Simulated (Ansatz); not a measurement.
A made-up structure of CH3FSi, singlet:

| atom | x (Å) | y (Å) | z (Å) |
| --- | --- | --- | --- |
| F1 | -0.5433 | -1.6573 | 0.9268 |
| C2 | -0.2443 | -0.8406 | -0.0954 |
| Si3 | 0.2355 | 0.8038 | 0.0569 |
| H4 | -0.3389 | -1.3388 | -1.0574 |
| H5 | 0.0157 | -0.7643 | 0.9294 |
| H6 | 0.3670 | 1.4914 | 1.3541 |

It is relaxed with PBE-D4/def2-SVP and then PBE0-D4/def2-TZVP (Ansatz 0.2.0). Atoms count as bonded within 1.22 times the sum of their covalent radii (H–H: 0.88 Å). The end point is not checked to be a true minimum.

(1) Does its bonding change? (Judge from chemistry; the calculation decides.)

Answers

(1) The calculation gives: Yes. Formed: none; broken: F1–H5.

Where it ends: The first stage lowers the energy by 5.00 eV in 15 steps. It ends as CH₃FSi ([F][CH2][SiH]):
```xyz
6
angstrom
F -0.8804 -1.3049 1.1501
C -0.0308 -0.8453 0.1574
Si 0.3951 1.0092 0.0944
H -0.4560 -1.1288 -0.8194
H 0.9154 -1.4071 0.2254
H -0.4515 1.3709 1.3065
```

Labels in which every atom is bracketed show which atoms are joined, not bond orders.

For scale, one of the runs: PBE0-D4/def2-TZVP relaxation, 117 basis functions, launched by `ansatz run in.yaml --threads 2 --pin off --events-out ev --progress --plain --max-ram 4352MiB`. Hardware: 2 CPU threads of an Arm Neoverse V2, shared host. Wall time about 14 s.
